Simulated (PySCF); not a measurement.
## Do core-level shifts follow atomic charges?

Species: 2-propyne-1-thiol, C3H4S.
Cartesian coordinates in Å at the PBE0-D3(BJ)/def2-SVP level; atoms count from 1:
```xyz
8
C3H4S angstrom
C     -2.0231    0.0900    0.5308
C     -0.8868   -0.0988    0.1590
C      0.4787   -0.3143   -0.2821
S      1.5563    1.0403    0.3264
H     -3.0328    0.2576    0.8572
H      0.5124   -0.3475   -1.3825
H      0.8454   -1.2794    0.1017
H      2.6882    0.5664   -0.2387
```

Binding energies: delta-SCF UKS SCAN, pcX-2 on the ionised atom, pcseg-1 elsewhere, spin-free X2C (PySCF). Charges: PBE0/pcSseg-1 ground-state density, for the ionised atom.

| atom | environment | C 1s (eV) | Mulliken (e) | IAO (e) | Hirshfeld (e) | ESP (e) |
| --- | --- | --- | --- | --- | --- | --- |
| C1 | terminal alkyne carbon | 290.53 | -0.328 | -0.228 | -0.111 | -0.462 |
| C2 | alkyne carbon | 291.05 | +0.148 | -0.029 | -0.049 | +0.163 |
| C3 | sp3 carbon bound to sulfur | 292.41 | -0.303 | -0.343 | -0.054 | -0.299 |

Question: How well does each charge scheme correlate with the binding energies over these sites?

Answer: Hirshfeld: r = 0.66, slope 18.4 eV per e; ESP: r = 0.00, slope 0.0 eV per e; Mulliken: r = -0.21, slope -0.7 eV per e; IAO: r = -0.59, slope -3.6 eV per e. Hirshfeld charges have the highest r, on only 3 points.

Question: The point-charge model writes a binding energy as kq + V + constant, with V the potential of the other atoms' charges at the site. What does it give with the Mulliken charges?

Answer: V = Σ 14.40 eV Å × q/r over all other atoms: +2.79 eV at C1, -3.88 eV at C2, +4.91 eV at C3. Fitting binding energy − V to q gives k = 15.7 eV per e and leaves an rms residual of 0.27 eV, against 0.77 eV for the fit on q alone. The model has no term for differences in relaxation between sites.

The unrestricted hole states depart most from a pure doublet (⟨S²⟩ = 0.75; over 0.85 named) for C 1s of C2 (0.87), which makes this value less certain. Geometry: PBE0-D3(BJ)/def2-SVP, one conformer, isolated molecule.
